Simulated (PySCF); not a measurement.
Vertical excitation energies

Compound: C₅H₁₄P (charge +1).
InChI=1S/C5H13P/c1-4-5-6(2)3/h4-5H2,1-3H3/p+1

Computed, not measured: PySCF, TDDFT PBE0/def2-SVPD, vertical, gas phase, core orbitals frozen in the response. The structure is a single GFN2-xTB conformer in the gas phase; no vibrational or solvent corrections. Torsions of this conformer, `[CH3:1][CH2:2][CH2:3][PH+:4]([CH3:5])[CH3:6]`: C1–C2–C3–P4 -56°, C2–C3–P4–C5 -52°.

| state | E (eV) | ν̃ (cm⁻¹) | f | \|μ\| (D) | main configurations (H = HOMO, L = LUMO) |
| --- | --- | --- | --- | --- | --- |
| S1 | 8.68 | 70010 | 0.0006 | 0.14 | H→L (77%), H→L+1 (18%) |
| S2 | 8.73 | 70450 | 0.0080 | 0.49 | H→L+1 (77%), H→L (18%) |
| S3 | 8.96 | 72280 | 0.0082 | 0.49 | H-1→L (84%), H-1→L+1 (10%) |
| S4 | 9.01 | 72670 | 0.0069 | 0.45 | H-1→L+1 (81%), H-1→L (10%) |
| S5 | 9.08 | 73210 | 0.014 | 0.63 | H→L+2 (85%) |
| S6 | 9.12 | 73600 | 0.011 | 0.57 | H-2→L (51%), H-2→L+1 (33%) |
| S7 | 9.20 | 74170 | 0.0047 | 0.37 | H-2→L+1 (56%), H-2→L (40%) |
| S8 | 9.35 | 75440 | 0.032 | 0.95 | H-1→L+2 (90%) |

Triplets, Tamm–Dancoff:

```
state  E (eV)  λ (nm)  main configurations (H = HOMO, L = LUMO)
   T1    8.39   147.7        H→L+1 (47%), H→L (28%), H→L+2 (9%)
   T2    8.50   145.8                    H→L (49%), H→L+1 (38%)
   T3    8.74   141.8                               H→L+2 (62%)
```

The lowest singlet lies at 8.68 eV (143 nm, vacuum ultraviolet) and is very weak; its leading configuration is HOMO→LUMO (77%). The strongest level in the table is S8 at 9.35 eV (133 nm, f = 0.032). It is the last of those listed, so stronger ones may follow. Löwdin shares by element: HOMO carbon 44% or more, hydrogen 23% or more (atoms not listed hold the other 33%); LUMO phosphorus 27%, hydrogen 20% or more, carbon 18% or more (atoms not listed hold the other 35%). Weighted by f, the mean energy of these states is 9.14 eV. Of the 8 states listed, 3 reach f = 0.01 and none stays under 0.0005. Orbital energies (eV): HOMO-3 -15.08, HOMO-2 -14.08, HOMO-1 -13.88, HOMO -13.62, LUMO -3.83, LUMO+1 -3.67, LUMO+2 -3.42. Singlets were solved by full linear response, triplets in the Tamm–Dancoff approximation.

The run took about 1.9 min of CPU time (one thread, shared machine).
